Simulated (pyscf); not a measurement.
A first-order saddle from PySCF, ωB97X-D3(BJ)/def2-SVP:

```
B
H 1 1.2080
H 1 1.2781 2 113.44
H 3 1.0941 1 65.66 2 87.17
H 3 1.0941 4 131.01 1 6.83
C 1 1.6019 2 126.55 4 128.02
H 6 1.1018 1 110.83 2 -59.31
H 6 1.1018 7 106.97 1 -120.93
H 6 1.1021 7 107.38 8 -115.00
```

Surface: singlet, charge 0. Lowest wavenumbers (cm⁻¹): 964i, 218, 588, 673, 870.

**Question.** Which two sides does it connect, and which bonds change?

**Answer.** H₂B–CH₃ + H₂ <-> H₂B–CH₃ + H₂, a four-centre exchange read from left to right: B–H, H–H broken and B–H, H–H formed. At ωB97M-D3(BJ)/def2-TZVP it lies +6.3 kcal/mol from the left side and +6.3 kcal/mol from the right (each side as separated species at their lowest minima found). At the saddle there is also a short B–H contact that neither side keeps. One saddle was located; it need not be the lowest between these sides.
